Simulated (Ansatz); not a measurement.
Compare A (`NC=C=CF`) with its isomer B (`CC1(F)C=N1`).

Gas-phase electronic energies from Ansatz, PBE0-D4/def2-TZVP geometries. CCSD(T)/CBS adds triple-zeta CCSD(T) − MP2 to the extrapolated MP2 energy (def2 sets, frozen cores). DFT in def2-TZVPP. B3LYP here is the variant with VWN-RPA as its local correlation; programs differ in this. One conformer a species, not always the lowest.

(1) Which is lower in electronic energy at CCSD(T)/CBS, and by how much? (Estimate.)

(2) Give E(B) − E(A) in kcal/mol with LDA (SPW92), HF/def2-TZVPP, CCSD/def2-TZVPP, PBE-D4, PBE0-D4, B3LYP-D4, r2SCAN-D4. (Best estimate.)

(3) Does the order hold for the free energy at 298.15 K (harmonic terms from PBE0-D4)? (Estimate.)

Largest T1 diagnostic: 0.013.

Results:

(1) Computed: B, by 2.5 kcal/mol.

(2) The calculation gave: LDA (SPW92) 3.0, HF/def2-TZVPP -1.7, CCSD/def2-TZVPP -3.3, PBE-D4 2.0, PBE0-D4 -0.8, B3LYP-D4 3.6, r2SCAN-D4 0.4. The order is the other way round with LDA (SPW92), PBE-D4, B3LYP-D4, r2SCAN-D4.

(3) Computed: Yes: G(B) − G(A) = -2.5 kcal/mol, for one conformer each.

From BLYP to BHLYP (50 % exact exchange), in def2-TZVPP and without D4, E(B) − E(A) moves by −5.4 kcal/mol. In def2-TZVPP, CCSD(T) changes the Hartree–Fock value by −1.5 kcal/mol (the triples alone add +0.2 kcal/mol) and MP2 by −3.7 kcal/mol.
